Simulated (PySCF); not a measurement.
## Stretching LiH

Set-up: PySCF, no relativity, basis sets Li def2-TZVPP, H def2-TZVPP. Energies in eV from Li + H in their ground configurations at the same level. State: ¹Σ⁺ (singlet), closed shell.

```json
{"R (Å)": "1.375", "r²SCAN": "-2.161"}
{"R (Å)": "1.439", "r²SCAN": "-2.276"}
{"R (Å)": "1.503", "r²SCAN": "-2.345"}
{"R (Å)": "1.551", "r²SCAN": "-2.373"}
{"R (Å)": "1.599", "r²SCAN": "-2.382"}
{"R (Å)": "1.647", "r²SCAN": "-2.377"}
{"R (Å)": "1.711", "r²SCAN": "-2.351"}
{"R (Å)": "1.791", "r²SCAN": "-2.294"}
{"R (Å)": "1.887", "r²SCAN": "-2.199"}
{"R (Å)": "2.015", "r²SCAN": "-2.041"}
```

Put a parabola through the three lowest points of the r²SCAN curve and estimate Re, k and ωe (reduced mass 0.8812 u; 1 eV/Å² = 0.16022 mdyn/Å; ωe = 1302.8·√(k/μ) cm⁻¹).

Through R = 1.551, 1.599, 1.647 Å the second-order coefficient is 3.04 eV/Å², so Re ≈ 1.606 Å, k ≈ 0.974 mdyn/Å and ωe ≈ 1369 cm⁻¹. A polynomial fit of higher order to the unrounded r²SCAN energies gives Re = 1.605 Å, k = 1.02 mdyn/Å, ωe = 1398 cm⁻¹; anharmonicity and rounding make the difference.

The higher-order fit for each curve: r²SCAN: Re = 1.605 Å, ωe = 1398 cm⁻¹, De = 2.38 eV.
